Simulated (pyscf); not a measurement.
`[NH2][SiH2]` [doublet] + `[H][H]` → `[NH2][SiH3]` + `[H]` [doublet], a hydrogen abstraction (doublet surface; H–H broken, H–Si formed). PySCF, gas phase, ωB97X-D3(BJ)/def2-SVP geometries. Energies in eV from the separated reactants.

Small-basis levels: PySCF, no dispersion term, spherical d functions. Open shells are spin-unrestricted. 

**Question.** Quick B3LYP/LANL2DZ single points give ΔE‡ = 0.93 eV and ΔE = +0.97 eV. What does ωB97M-D3(BJ)/def2-TZVP give, and how far is the quick result from it?

**Answer.** ωB97M-D3(BJ)/def2-TZVP gives ΔE‡ = 0.71 eV and ΔE = +0.54 eV. B3LYP/LANL2DZ lies 0.21 eV over it in the barrier and 0.42 eV over it in the reaction energy, so on this step it does not hold to within 0.13 eV. At B3LYP/LANL2DZ this geometry lies under one side, so its ΔE‡ may be no barrier of that level. ωB97M-D3(BJ)/def2-TZVP has limits of its own. This is the saddle that the search found; another between the same sides may lie lower. The angle at the transferred H is 180°.
